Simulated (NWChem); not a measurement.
# One shape, several levels: C4H8 (isobutene)

We compute a comparison of 6 runs (HF/6-31G*, HF/cc-pVDZ, HF/def2-TZVP, B3LYP/6-31G*, PBE0/def2-SVP, MP2/6-31G*) of C4H8 (isobutene). 

The calculation is run with NWChem 7.3.0.

1 further run of the same task is left out (set aside as unsound or not needed). Runs told in other sessions of the task aren't counted.

## (1) The system as given

C4H8 has 12 atoms, charge 0, and is taken as a singlet. SMILES: `C=C(C)C`. Geometry: relaxed at PBE0-D4/def2-TZVP.

Bond lengths: C1–C2 1.329 Å, C2–C3 1.496 Å, C2–C4 1.496 Å, C1–H5 1.085 Å, C1–H6 1.085 Å, C3–H7 1.095 Å, C3–H8 1.091 Å, C3–H9 1.095 Å, C4–H10 1.095 Å, C4–H11 1.091 Å, C4–H12 1.095 Å. Some angles: C1–C2–C3 122.2°, C1–C2–C4 122.2°, C3–C2–C4 115.7°, C2–C1–H5 121.4°, C2–C1–H6 121.4°, C2–C3–H7 110.8°, C2–C3–H8 111.8°, C2–C3–H9 110.8°, C2–C4–H10 110.8°, C2–C4–H11 111.8°.

## (2) Energy and gradient at HF/6-31G(d) (spherical functions) (run 1)

c4h8.nw reads:

```
start c4h8
memory stack 880 mb heap 220 mb global 1100 mb
charge 0
geometry units bohr noautosym nocenter noautoz
  C  -1.08492956  2.66731063 -0.47411339
  C  -0.15138596  0.37169023 -0.06610262
  C   0.10007990 -0.71010239  2.53297000
  C   0.71639517 -1.29650330 -2.17626530
  H  -1.25757494  3.43011748 -2.36850714
  H  -1.70850139  3.85838611  1.07279752
  H  -0.97636480 -2.46970197  2.70289417
  H  -0.56538716  0.60148093  3.97656958
  H   2.07233036 -1.18619999  2.94217130
  H  -0.33701376 -3.07811819 -2.18406987
  H   0.48055735 -0.39340318 -4.01362711
  H   2.71183258 -1.79497526 -1.94471715
end
basis spherical bse
  * library 6-31G*
end
scf
  thresh 1e-08
  maxiter 80
end
task scf gradient
```

Run with:

```sh
$ nwchem c4h8.nw > c4h8.out
```

Standard output:

```text
[...]
  functions       =    72
[...]
  wavefunction    = RHF
[...]
         Total SCF energy =   -156.109309259656
      One-electron energy =   -447.089139737973
      Two-electron energy =    170.803795950355
 Nuclear repulsion energy =    120.176034527962
        Time for solution =      5.0s
[...]
                         RHF ENERGY GRADIENTS
    atom               coordinates                        gradient
                 x          y          z           x          y          z
   1 C      -1.084930   2.667311  -0.474113   -0.001446   0.003756  -0.000658
   2 C      -0.151386   0.371690  -0.066103    0.006353  -0.015741   0.002792
   3 C       0.100080  -0.710102   2.532970   -0.001372   0.005269  -0.010642
   4 C       0.716395  -1.296503  -2.176265   -0.003864   0.007634   0.008351
   5 H      -1.257575   3.430117  -2.368507   -0.000173   0.001571  -0.006429
   6 H      -1.708501   3.858386   1.072798   -0.001763   0.003064   0.005601
   7 H      -0.976365  -2.469702   2.702894   -0.002275  -0.004571  -0.000059
   8 H      -0.565387   0.601481   3.976570   -0.001830   0.003763   0.003127
   9 H       2.072330  -1.186200   2.942171    0.004837  -0.001583   0.000505
  10 H      -0.337014  -3.078118  -2.184070   -0.002362  -0.004498   0.000579
  11 H       0.480557  -0.393403  -4.013627   -0.000856   0.002838  -0.004304
[...]
```

Wall time 6.6 s (1 thread of Intel Xeon 6975P-C (Granite Rapids), shared host); peak memory 0.1 GiB.

## (3) Energy and gradient at HF/cc-pVDZ (run 2)

c4h8.nw reads:

```
start c4h8
title "C4H8"
memory 2200 mb

geometry noautosym nocenter noautoz
C       -0.574120       1.411480      -0.250890
C       -0.080110       0.196690      -0.034980
C        0.052960      -0.375770       1.340390
C        0.379100      -0.686080      -1.151630
H       -0.665480       1.815140      -1.253360
H       -0.904100       2.041770       0.567700
H       -0.516670      -1.306910       1.430310
H       -0.299190       0.318290       2.104310
H        1.096630      -0.627710       1.556930
H       -0.178340      -1.628870      -1.155760
H        0.254300      -0.208180      -2.123920
H        1.435040      -0.949860      -1.029100
end

basis spherical bse
* library cc-pVDZ
end

scf
nopen 0
rhf
thresh 1e-08
maxiter 80
end

task scf gradient
```

Run with:

```sh
$ nwchem c4h8.nw > c4h8.out
```

Standard output:

```text
[...]
  functions       =    96
[...]
  wavefunction    = RHF
[...]
         Total SCF energy =   -156.123983148632
      One-electron energy =   -447.038155216151
      Two-electron energy =    170.738128850308
 Nuclear repulsion energy =    120.176043217211
        Time for solution =     16.3s
[...]
                         RHF ENERGY GRADIENTS
    atom               coordinates                        gradient
                 x          y          z           x          y          z
   1 C      -1.084929   2.667310  -0.474113   -0.001366   0.003548  -0.000621
   2 C      -0.151386   0.371690  -0.066103    0.004255  -0.010583   0.001875
   3 C       0.100080  -0.710102   2.532970   -0.000801   0.003255  -0.007117
   4 C       0.716395  -1.296503  -2.176265   -0.002482   0.004848   0.005679
   5 H      -1.257575   3.430117  -2.368507    0.000070  -0.000010  -0.001040
   6 H      -1.708501   3.858386   1.072797   -0.000210   0.000240   0.000995
   7 H      -0.976365  -2.469702   2.702894    0.000099  -0.000750  -0.000046
   8 H      -0.565387   0.601481   3.976569   -0.000300   0.000692   0.000110
   9 H       2.072330  -1.186200   2.942171    0.000478  -0.000596  -0.000010
  10 H      -0.337014  -3.078118  -2.184070    0.000058  -0.000720   0.000248
  11 H       0.480557  -0.393403  -4.013627   -0.000240   0.000635  -0.000349
[...]
```

Run time: 20 s. Hardware: 1 thread of Intel Xeon 6975P-C (Granite Rapids), shared host; peak memory 0.1 GiB.

Runs 3 to 5 aren't shown in full; the table further down has their settings and results.

## (4) Energy and forces at MP2/6-31G(d) (spherical functions) (run 6)

input.nw reads:

```
start input
memory stack 880 mb heap 220 mb global 1100 mb

geometry units angstrom noautosym nocenter noautoz
  C     -0.574120     1.411480    -0.250890
  C     -0.080110     0.196690    -0.034980
  C      0.052960    -0.375770     1.340390
  C      0.379100    -0.686080    -1.151630
  H     -0.665480     1.815140    -1.253360
  H     -0.904100     2.041770     0.567700
  H     -0.516670    -1.306910     1.430310
  H     -0.299190     0.318290     2.104310
  H      1.096630    -0.627710     1.556930
  H     -0.178340    -1.628870    -1.155760
  H      0.254300    -0.208180    -2.123920
  H      1.435040    -0.949860    -1.029100
end

basis spherical bse
  * library 6-31G*
end

scf
  singlet
  rhf
  thresh 1e-08
  maxiter 80
  noprint "final vectors analysis"
end

mp2
  freeze core 4
  tight
end

task mp2 gradient
```

Run with:

```sh
$ nwchem input.nw > input.out
```

Standard output:

```text
[...]
  functions       =    72
[...]
  wavefunction    = RHF
[...]
         Total SCF energy =   -156.109309264674
      One-electron energy =   -447.089156829704
      Two-electron energy =    170.803804347820
 Nuclear repulsion energy =    120.176043217211
        Time for solution =      4.9s
[...]
          Total MP2 energy          -156.621511751090
[...]
                         mp2 ENERGY GRADIENTS
    atom               coordinates                        gradient
                 x          y          z           x          y          z
   1 C      -1.084929   2.667310  -0.474113    0.005135  -0.012488   0.002226
   2 C      -0.151386   0.371690  -0.066103   -0.003590   0.008742  -0.001558
   3 C       0.100080  -0.710102   2.532970   -0.001106   0.003317  -0.003608
   4 C       0.716395  -1.296503  -2.176265   -0.001884   0.004053   0.002300
   5 H      -1.257575   3.430117  -2.368507    0.000431  -0.001197   0.000787
   6 H      -1.708501   3.858386   1.072797    0.000566  -0.001340  -0.000339
   7 H      -0.976365  -2.469702   2.702894    0.000854   0.000568  -0.000247
   8 H      -0.565387   0.601481   3.976569    0.000580  -0.001151  -0.001211
   9 H       2.072330  -1.186200   2.942171   -0.000954  -0.000199  -0.000384
  10 H      -0.337014  -3.078118  -2.184070    0.000779   0.000630   0.000310
  11 H       0.480557  -0.393403  -4.013627    0.000217  -0.000806   0.001556
[...]
```

It took 14 s on 1 thread of Intel Xeon 6975P-C (Granite Rapids), shared host; peak memory 0.19 GiB.

## (5) Overview of the runs

```tsv
run	level	Cartesian functions	iteration cap	energy (Eh)	dipole moment (D)	HOMO energy (eV)	LUMO energy (eV)	wall time
1	HF/6-31G* (spherical functions)	no	80	-156.109309	0.46	-9.32	5.19	6.6 s
2	HF/cc-pVDZ	no	80	-156.123983	0.55	-9.39	4.87	20 s
3	HF/def2-TZVP	no	80	-156.170168	–	–	–	88 s
4	B3LYP/6-31G* (Cartesian functions)	yes	100	-157.226908	0.52	-6.52	0.90	33 s
5	PBE0/def2-SVP	no	100	-156.911791	0.60	-6.98	0.80	17 s
6	MP2/6-31G* (spherical functions)	no	80	-156.621512	0.41	–	–	14 s
```

## (6) Summary of results

| quantity | value |
| --- | --- |
| run 6: total energy | -156.62151 Eh |
| run 6: dipole moment (of the density that the program reports) | 0.41 D |
| run 6: correlation energy (4 core orbitals frozen) | -512.2 mEh |
| run 6: largest force on an atom | 0.704 eV/Å |

**Reading.** Over runs 1, 2, 4, 5, 6 the dipole moment (its size) runs from 0.41 D (MP2/6-31G*) to 0.60 D (PBE0/def2-SVP). The two ends differ in method and basis. Over runs 1, 2, 4, 5 the HOMO–LUMO gap runs from 7.43 eV (B3LYP/6-31G*) to 14.51 eV (HF/6-31G*). Exact exchange widens orbital gaps. Totals of different functionals can't be ranked against each other. All runs together took 3 min, the longest 88 s.
